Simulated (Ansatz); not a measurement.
**BPHO (quartet): from Hartree-Fock to the top rungs, def2-TZVPP**

The task here is to estimate one member of a computed series from the others.

Method: def2-TZVPP, core rule «outside noble gas», up to 7 orbitals frozen; program: Ansatz 0.2.0, Gaussian basis.

To be run: UHF; ROHF; CCSD(T) on UHF.

2 further runs of the same task are left out: 2 set aside as unsound or not needed.

### What is computed

The geometry is a PBE0/def2-TZVP stationary point (not a proven minimum) of the parent state, kept for this charge and spin.

4 atoms, charge 0, spin multiplicity 4.

Atoms are counted from 1 here; the program's logs count them from 0.

Bond lengths: O1–B2 1.313 Å, O1–H4 0.963 Å, B2–P3 1.737 Å. Angles: B2–O1–H4 117.1°, O1–B2–P3 177.9°.

Set-up of the first run:

in.yaml reads:

```yaml
crystal:
  periodic: [false, false, false]
  atoms:
    - {symbol: O, position_ang: [0.000010, -0.253523, 0.967945]}
    - {symbol: B, position_ang: [-0.000021, -0.179739, -0.342663]}
    - {symbol: P, position_ang: [0.000006, -0.144524, -2.078829]}
    - {symbol: H, position_ang: [0.000006, 0.577785, 1.453547]}
basis:
  gaussian: {orbitals: def2-TZVPP}
magnetization: {spin_polarized: true, initial_magnetization: 3}
hamiltonian: {xc: hf}
output: {orbitals: {seedname: orbitals}}
```

The run is started by

```bash
$ ansatz run in.yaml --threads 1 --pin off --events-out ev --progress --plain --max-ram 4096MiB --backend cpu
```

Steps of the session up to this table: UHF; ROHF; CCSD(T) on UHF.

One table of the session follows, with a row left open; its other results are not shown here.

```
  method  from UCCSD(T) (meV)
    ROHF             +12617.8
     UHF                    ?
    UMP2              +1291.5
   UCCSD               +478.8
UCCSD(T)                    0
```

Estimate the missing values for UHF.

**Answer.** from UCCSD(T) (meV): +12343.5. In the column «from UCCSD(T) (meV)» it lies between UMP2 (+1291.5) and ROHF (+12617.8).
